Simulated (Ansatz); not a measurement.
This script drives the Python package of Ansatz (0.2.0).

`ch3bo_relaxed_scan.py`:
```python
import ansatz as az
import numpy as np

GEOMETRY = '''
B    -0.64650   -0.38000   -0.57330
C     0.51870    0.20160    0.24860
O    -0.55320    1.04610   -0.03900
H    -1.26160   -1.31440   -0.65340
H     1.43480    0.45610   -0.34680
H     0.54990   -0.07340    1.31760
'''

ch3bo = az.Crystal.molecule()
for line in GEOMETRY.strip().splitlines():
    symbol, *xyz = line.split()
    ch3bo = ch3bo.atom(symbol, [float(v) for v in xyz])

base = (
    ch3bo.calculation()
    .basis(gaussian='def2-SVP')
    .functional('b3lyp')
)
symbols = [site.symbol for site in ch3bo.cartesian_sites]
pairs = [(0, 1), (0, 2), (0, 3), (1, 2), (1, 4), (1, 5)]
print('held (A)   E (eV)        ', '  '.join(f'{symbols[i]}{i}-{symbols[j]}{j}' for i, j in pairs))
for length in [1.03, 1.12, 1.21, 1.35, 1.51]:
    rep = base.relax(constraints=[az.DistanceConstraint((0, 3), at=length)], force_tolerance=0.02, max_steps=60).run().report
    xyz = np.array(rep['positions_ang'])
    print(f'{length:6.2f} {rep["free_energy_ev"]:14.5f}  ', '  '.join(f'{np.linalg.norm(xyz[i] - xyz[j]):.3f}' for i, j in pairs))
```

It is started by `python ch3bo_relaxed_scan.py`. Estimate its wall time and peak memory on 1 thread of Arm Neoverse V1, on a shared host.

It took about 65 s, with a peak of 0.2 GiB, for 5 runs of the engine.

Output of `python ch3bo_relaxed_scan.py`:
```text
held (A)   E (eV)         B0-C1  B0-O2  B0-H3  C1-O2  C1-H4  C1-H5
DeckWarning: relax.constraints: the input's atoms, or those drawn, lie off the distances that are held; a relaxation that starts there is brought onto them ahead of its first SCF, by positions alone, [...]
  1.03    -3805.38172   1.522  1.327  1.030  1.505  1.097  1.097
  1.12    -3805.74452   1.523  1.326  1.120  1.509  1.097  1.097
  1.21    -3805.81781   1.522  1.325  1.210  1.512  1.096  1.096
  1.35    -3805.58312   1.521  1.322  1.350  1.517  1.096  1.096
  1.51    -3805.04584   1.521  1.319  1.510  1.523  1.096  1.096
```
(Warnings from the package without file and line, shortened, repeats left out.)

What to keep in mind:
- Total energies depend on the basis set; only differences at equal settings carry meaning.
- The energies are electronic: no zero-point or thermal terms, and the basis set is short of its limit.
- b3lyp holds the VWN-RPA fit, as in Gaussian; the form of ORCA and Turbomole is b3lyp5.
